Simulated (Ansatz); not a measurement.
System: diamond. Method: r²SCAN+rVV10 (Ansatz, a program for electronic structure, PAW).

Numerical settings: plane-wave cutoff 500 eV, 18×18×18 k mesh, Fermi–Dirac smearing 0.05 eV, scalar-relativistic PAW data made under PBE.

Cell (relaxed at this level):

```cif
data_C8
_chemical_formula_sum 'C8'
_space_group_name_H-M_alt 'Fd-3m :1'
_space_group_IT_number 227
_space_group_name_Hall 'F 4d 2 3 -1d'
_cell_length_a 3.55789
_cell_length_b 3.55789
_cell_length_c 3.55789
_cell_angle_alpha 90.000
_cell_angle_beta 90.000
_cell_angle_gamma 90.000
loop_
_atom_site_label
_atom_site_type_symbol
_atom_site_symmetry_multiplicity
_atom_site_Wyckoff_symbol
_atom_site_fract_x
_atom_site_fract_y
_atom_site_fract_z
_atom_site_occupancy
C1 C 8 a 0.00000 0.00000 0.00000 1
```
(The calculation used a cell of 2 atoms; values per cell refer to that cell.)

**Question.** Give the computed band gap.

**Answer.** 
- band gap = 4.36 eV (on the SCF k mesh)

Measured, for comparison: band gap 5.48 eV (low temperature, zero-point motion not removed; as tabulated in arXiv:1206.3780). Computed (rounded) less measured: band gap -1.12 eV.

Computed values are for the static lattice.

Cost on a shared machine: around 14 core-seconds (rough).
